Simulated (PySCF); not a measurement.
Ligands exchanged one at a time, B Cl-OH. All species are isolated molecules in the gas phase. One relaxed conformer stands for each flexible species; it need not be the lowest. Strings in code marks are SMILES.

Quantity: redistribution energy (mixed species minus the weighted end members), in kJ/mol.

Level 1: B3LYP/6-311+G** // PBE0-D3(BJ)/def2-TZVP (PySCF)
Level 2: B3LYP/6-31G* // PBE0-D3(BJ)/def2-TZVP (PySCF)
Level 3: PBE/6-31G* // PBE0-D3(BJ)/def2-TZVP (PySCF)
Level 4: frozen-core MP2/6-31G* // PBE0-D3(BJ)/def2-TZVP (PySCF)

```csv
species,level 1,level 2,level 3,level 4
1 of 3 Cl replaced by OH: `B(Cl)(Cl)O` (H–O–B–Cl torsion 180°),-14.30,-18.48,-18.59,-14.86
"2 of 3 Cl replaced by OH: `OB(O)Cl` (H–O–B–Cl torsion 180°, Cl–B–O–H torsion 0°)",-21.58,-26.36,-26.28,-22.94
```
